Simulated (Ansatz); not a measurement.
# BClHO radical (SMILES [O]BCl): single points off equilibrium

A test off equilibrium: a structure displaced at random from a GFN2-xTB minimum is computed at several levels, and each is set against CCSD(T).

Program: Ansatz 0.2.0, Gaussian basis. Level of theory: single points in def2-TZVPP. These are calculated values, not measurements.

Correlated methods freeze the cores. Orbitals are unrestricted.

### Step 1. Starting geometry

SMILES `[O]BCl`, 4 atoms, charge 0, spin multiplicity 2.

Atoms are counted from 1 here; the program's logs count them from 0.

Bond lengths: O1–B2 1.247 Å, B2–Cl3 1.767 Å, B2–H4 1.197 Å. Angles: O1–B2–Cl3 133.9°, O1–B2–H4 123.1°, Cl3–B2–H4 103.0°.

Coordinates:

| atom | x (Å) | y (Å) | z (Å) |
| --- | --- | --- | --- |
| O1 | 1.36800 | 0.06660 | -0.39000 |
| B2 | 0.18090 | -0.05490 | -0.02940 |
| Cl3 | -1.29280 | 0.87020 | -0.33560 |
| H4 | -0.19900 | -0.93970 | 0.68110 |

### Step 2. CCSD(T)/def2-TZVPP

run/in.yaml

```yaml
crystal:
  periodic: [false, false, false]
  atoms:
    - {symbol: O, position_ang: [1.368000, 0.066600, -0.390000]}
    - {symbol: B, position_ang: [0.180900, -0.054900, -0.029400]}
    - {symbol: Cl, position_ang: [-1.292800, 0.870200, -0.335600]}
    - {symbol: H, position_ang: [-0.199000, -0.939700, 0.681100]}
basis:
  gaussian: {orbitals: def2-TZVPP}
magnetization: {spin_polarized: true, initial_magnetization: 1}
correlation: {method: ccsd_t}
scf: {omitted_lower_state_checks: [cluster_reference]}
output: {forces: true}
```

The command line of these runs was not kept.

### Step 3. PBE0-D4/def2-TZVPP

Edit run/in.yaml of step 2 so:

```diff
@@ -10,4 +10,3 @@
 magnetization: {spin_polarized: true, initial_magnetization: 1}
-correlation: {method: ccsd_t}
-scf: {omitted_lower_state_checks: [cluster_reference]}
-output: {forces: true}
+hamiltonian: {xc: pbe0, dispersion: d4}
+output: {forces: true, orbitals: {seedname: orbitals}}
```

### Step 4. wB97M-V/def2-TZVPP

Edit run/in.yaml of step 3 so:

```diff
@@ -10,3 +10,3 @@
 magnetization: {spin_polarized: true, initial_magnetization: 1}
-hamiltonian: {xc: pbe0, dispersion: d4}
-output: {forces: true, orbitals: {seedname: orbitals}}
+hamiltonian: {xc: {name: wB97M-V}}
+output: {forces: true}
```

### Step 5. r2SCAN-D4/def2-TZVPP

Edit run/in.yaml of step 4 so:

```diff
@@ -10,3 +10,3 @@
 magnetization: {spin_polarized: true, initial_magnetization: 1}
-hamiltonian: {xc: {name: wB97M-V}}
+hamiltonian: {xc: r2scan, dispersion: d4}
 output: {forces: true}
```

### Step 6. PBE-D4/def2-TZVPP

Edit run/in.yaml of step 5 so:

```diff
@@ -10,3 +10,3 @@
 magnetization: {spin_polarized: true, initial_magnetization: 1}
-hamiltonian: {xc: r2scan, dispersion: d4}
+hamiltonian: {xc: pbe, dispersion: d4}
 output: {forces: true}
```

### Step 7. BHLYP-D4/def2-TZVPP

Edit run/in.yaml of step 6 so:

```diff
@@ -10,3 +10,3 @@
 magnetization: {spin_polarized: true, initial_magnetization: 1}
-hamiltonian: {xc: pbe, dispersion: d4}
+hamiltonian: {xc: {name: BHLYP}, dispersion: d4}
 output: {forces: true}
```

### Step 8. LC-wPBE/def2-TZVPP

Edit run/in.yaml of step 7 so:

```diff
@@ -10,3 +10,3 @@
 magnetization: {spin_polarized: true, initial_magnetization: 1}
-hamiltonian: {xc: {name: BHLYP}, dispersion: d4}
+hamiltonian: {xc: {name: LC-wPBE}}
 output: {forces: true}
```

(Steps that only read results are left out.)

What does the calculation give? Wanted: energy less free atoms, CCSD(T)/def2-TZVPP; RMS force component; RMS force error; HOMO and LUMO, PBE0-D4; T1 diagnostic.

**Answer**, as computed:

```
                                  quantity                                                                                            value
energy less free atoms, CCSD(T)/def2-TZVPP                                                                                   -1318.4 kJ/mol
                       RMS force component                                                             0.956 to 1.475 eV/Å over the methods
                           RMS force error  PBE0-D4 0.395, wB97M-V 0.285, r2SCAN-D4 0.492, PBE-D4 0.653, BHLYP-D4 0.222, LC-wPBE 0.281 eV/Å
                    HOMO and LUMO, PBE0-D4                                                                               -9.32 and -5.53 eV
                             T1 diagnostic                                                                                            0.036
```

**Reading.** Against CCSD(T) the functionals' energies less atoms differ by -136.6 to -2.9 kJ/mol, PBE-D4 by -136.6 kJ/mol. CCSD(T) in triple zeta still lacks some correlation energy of the bonds, so part of these gaps is its own basis error and they don't rank the functionals. On forces the order runs from BHLYP-D4 to PBE-D4. Frozen-core CCSD(T) forces in triple zeta carry basis errors of their own, and this is one geometry, so small gaps rank nothing.
